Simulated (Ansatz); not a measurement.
Ansatz (a program for electronic structure) input (B3LYP/pcseg-3): A basis named .json is the Basis Set Exchange file of that set (core-valence sets with the plain set on hydrogen).

Ansatz 0.2 input:
```yaml
crystal:
  periodic: [false, false, false]
  atoms:
    - {symbol: C, position_ang: [-0.00765201, 0.00466428, -0.11016720]}
    - {symbol: O, position_ang: [0.06716463, -0.04072056, 1.10546523]}
    - {symbol: O, position_ang: [0.01590056, -0.01200809, -1.23171942]}
    - {symbol: H, position_ang: [-0.61860949, 0.39384354, 1.67103665]}
basis:
  gaussian:
    orbitals: pcseg-3.json
hamiltonian:
  xc: {name: B3LYP}
total_charge: 1
magnetization: {spin_polarized: false}
```

Output:

```
Functional definition: B3LYP
integrals: 0.07 GiB planned
673 factors; their error is unknown
mean field: 0.84 GiB planned
mean field evaluation 1: about -5129.0790 eV, gradient 8.9e1 eV
mean field evaluation 2: about -5111.0137 eV, gradient 1.3e2 eV
mean field evaluation 4: about -5139.8674 eV, gradient 1.2e1 eV
mean field evaluation 8: about -5140.0903 eV, gradient 2.9e-1 eV
mean field evaluation 16: about -5140.0904 eV, gradient 1.2e-5 eV
mean field -5140.09037999 eV, -188.8948373862 hartree, gradient 1.2e-5 eV, S^2 0.000000; 0 other end points of the search recorded, 0 dependent functions left out
reference -5140.09055088 eV, -188.8948436663 hartree; 11, 11 occupied and 202, 202 virtual orbitals, 673 factors
Total energy: -5140.09055088 eV, -188.8948436663 hartree
```
